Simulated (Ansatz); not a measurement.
One geometry of C₃H₅, several levels of theory.

```yaml
crystal:
  periodic: [false, false, false]
  atoms:
    - {symbol: C, position_ang: [-0.125037, 0.295735, 0.349274]}
    - {symbol: C, position_ang: [0.728897, 0.776671, -0.619350]}
    - {symbol: C, position_ang: [-0.642546, -0.981011, 0.377991]}
    - {symbol: H, position_ang: [1.103764, 1.791260, -0.589017]}
    - {symbol: H, position_ang: [-0.391785, -1.700467, -0.393640]}
    - {symbol: H, position_ang: [-0.411674, 0.973889, 1.150207]}
    - {symbol: H, position_ang: [-1.310516, -1.302444, 1.166235]}
    - {symbol: H, position_ang: [1.048886, 0.146377, -1.441700]}
basis:
  gaussian: {orbitals: def2-TZVP, initial_orbitals: start.molden}
magnetization: {spin_polarized: true, initial_magnetization: 1}
hamiltonian: {xc: {name: r2SCANh}, dispersion: d4}
scf: {omitted_lower_state_checks: [starts]}
output: {orbitals: {seedname: orbitals}}
```

The file start.molden holds the orbitals of an earlier run on this structure, at another level or in another basis.

```sh
$ ansatz run in.yaml --threads 2 --pin off --events-out ev --progress --plain --max-ram 4352MiB
```

Shortened log:

```
Functional definition: r2SCANh
760 factors; their error is unknown
mean field evaluation 1: about -3189.8447 eV, gradient 2.5e0 eV
mean field evaluation 2: about -3189.8654 eV, gradient 2.3e-2 eV
mean field evaluation 4: about -3189.8417 eV, gradient 2.8e-4 eV
mean field -3189.84164835 eV, -117.2245184246 hartree, gradient 1.0e-5 eV, S^2 0.807420; 0 other end points of the search recorded, 0 dependent functions left out
reference -3189.84165905 eV, -117.2245188176 hartree; 12, 11 occupied and 111, 112 virtual orbitals, 760 factors
Total energy: -3189.86711394 eV, -117.2254542677 hartree
Checks for a lower state left out: starts
```

Hardware: 2 threads of Arm Neoverse N1 on a shared host. Wall time 6 s.

First input, but with `hamiltonian: {xc: {name: revPBE}, dispersion: d4}` (abridged; 2.7 s):

```
Functional definition: revPBE
mean field -3191.03604760 eV, -117.2684117872 hartree, gradient 2.2e-5 eV, S^2 0.767584
Total energy: -3191.41956172 eV, -117.2825056715 hartree
Checks for a lower state left out: starts
```

The first input with `gaussian: {orbitals: def2-TZVPD, initial_orbitals: start.molden}`, `hamiltonian: {xc: r2scan, dispersion: d4}` (abridged; 8 s):

```
Functional definition: r2SCAN
mean field -3189.96903667 eV, -117.2291998591 hartree, gradient 1.5e-5 eV, S^2 0.797584
Total energy: -3189.99355577 eV, -117.2301009193 hartree
Checks for a lower state left out: starts
```

First input, but with `hamiltonian: {xc: {name: wB97M-V}}` (abridged; 10 s):

```
Functional definition: wB97M-V
mean field -3190.01173599 eV, -117.2307690302 hartree, gradient 2.3e-5 eV, S^2 0.783246
Total energy: -3190.01177593 eV, -117.2307704978 hartree
Checks for a lower state left out: starts
```

The first input with `correlation: {method: mp2}` and without the key `hamiltonian` (abridged; 1.6 s):

```
Functional definition: HF
mean field -3170.48259773 eV, -116.5130864365 hartree, gradient 1.9e-6 eV, S^2 0.948280
3 core orbitals not correlated: weight in the atoms' cores, before any rotation towards them, 1.000 or more for the frozen orbitals, at most 0.000 for the correlated occupied ones
second order -12.03408857 eV of doubles, -0.00000000 eV of singles
Total energy: -3182.51668631 eV, -116.9553310344 hartree
Checks for a lower state left out: starts
```

As the first input, with `hamiltonian: {xc: {name: BHLYP}, dispersion: d4}` (abridged; 3.3 s):

```
Functional definition: BHLYP
mean field -3189.97108308 eV, -117.2292750630 hartree, gradient 5.6e-6 eV, S^2 0.813556
Total energy: -3190.08104721 eV, -117.2333161704 hartree
Checks for a lower state left out: starts
```

The first input with `hamiltonian: {xc: pbe}`, `correlation: {method: rpa}` and without the key `output` (abridged; 4.2 s):

```
Functional definition: PBE
mean field -3187.37756708 eV, -117.1339651079 hartree, gradient 1.4e-6 eV, S^2 0.765409
3 core orbitals not correlated: weight in the atoms' cores, before any rotation towards them, 1.000 or more for the frozen orbitals, at most 0.000 for the correlated occupied ones
Total energy: -3190.88825023 eV, -117.2629803342 hartree
Checks for a lower state left out: starts
```

Geometry: PBE0-D4/def2-TZVP.

Correlated methods freeze 3 core orbitals. At MP2/def2-TZVP the charge 0 doublet is spin-contaminated (final ⟨S²⟩ up to 0.95, 0.75 for a pure state). The structure comes from a short search, and lower isomers may exist.
